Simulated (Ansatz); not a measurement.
# C₃H₆FN: how energies converge with the basis set

How large a basis does C₃H₆FN need? Two functionals are run in growing sets.

Program: Ansatz 0.2.0, Gaussian basis. Level of theory: one geometry, several basis sets. These are calculated values, not measurements.

Plan: PBE0-D4/def2-SVP; ωB97M-V/def2-SVP; PBE0-D4/def2-QZVPP; ωB97M-V/def2-QZVPP; the functionals' def2-TZVPP values are taken from earlier runs.

## (1) The relaxed structure

An earlier PBE0-D4 in a triple-zeta def2 set relaxation fixed the geometry.

11 atoms, charge 0, spin multiplicity 1.

Atoms are counted from 1 here; the program's logs count them from 0.

Bond lengths: C1–N2 1.441 Å, C1–H6 1.093 Å, C1–H7 1.093 Å, C1–H8 1.093 Å, N2–C3 1.244 Å, C3–C4 1.482 Å, C3–F5 1.361 Å, C4–H9 1.093 Å, C4–H10 1.093 Å, C4–H11 1.087 Å. Angles: N2–C1–H6 108.6°, N2–C1–H7 114.6°, N2–C1–H8 108.6°, H6–C1–H7 109.0°, H6–C1–H8 106.7°, H7–C1–H8 109.0°, C1–N2–C3 121.4°, N2–C3–C4 126.2°, N2–C3–F5 122.8°, C4–C3–F5 111.0°, C3–C4–H9 110.0°, C3–C4–H10 110.0°, C3–C4–H11 109.7°, H9–C4–H10 107.4°, H9–C4–H11 109.9°, H10–C4–H11 109.9°.

## (2) PBE0-D4 in def2-SVP

Contents of in.yaml:

```yaml
crystal:
  periodic: [false, false, false]
  atoms:
    - {symbol: C, position_ang: [-1.189049, 1.457583, 0.192513]}
    - {symbol: N, position_ang: [-0.750753, 0.143534, -0.205722]}
    - {symbol: C, position_ang: [0.401355, -0.256614, 0.036894]}
    - {symbol: C, position_ang: [0.961580, -1.580473, -0.321843]}
    - {symbol: F, position_ang: [1.323909, 0.503701, 0.687448]}
    - {symbol: H, position_ang: [-1.517983, 2.000002, -0.697288]}
    - {symbol: H, position_ang: [-0.432614, 2.051194, 0.712005]}
    - {symbol: H, position_ang: [-2.064298, 1.352415, 0.838318]}
    - {symbol: H, position_ang: [1.287220, -2.105320, 0.579414]}
    - {symbol: H, position_ang: [1.838164, -1.454545, -0.961771]}
    - {symbol: H, position_ang: [0.207868, -2.168277, -0.839467]}
basis:
  gaussian: {orbitals: def2-SVP}
hamiltonian: {xc: pbe0, dispersion: d4}
output: {orbitals: {seedname: orbitals}}
```

Launch:

```bash
$ ansatz run in.yaml --threads 4 --pin off --events-out ev --progress --plain --max-ram 10444MiB
```

The runs that follow: ωB97M-V in def2-SVP; PBE0-D4 in def2-QZVPP; ωB97M-V in def2-QZVPP.

Q: Predict the results of all the runs planned. Wanted: PBE0-D4: double and triple zeta above quadruple; ωB97M-V: double and triple zeta above quadruple.

As calculated:

| quantity | value |
| --- | --- |
| PBE0-D4: double and triple zeta above quadruple | 8.93, 0.40 eV |
| ωB97M-V: double and triple zeta above quadruple | 9.25, 0.38 eV |

For PBE0-D4 the step from double to triple zeta gains 8.53 eV and the next only 0.40 eV. These are total energies; as a rule much of such shifts cancels in differences, which this series doesn't test. The LUMO of ωB97M-V is positive and keeps falling with the basis (2.92 to 1.94 eV): an unbound level that the basis holds in place.
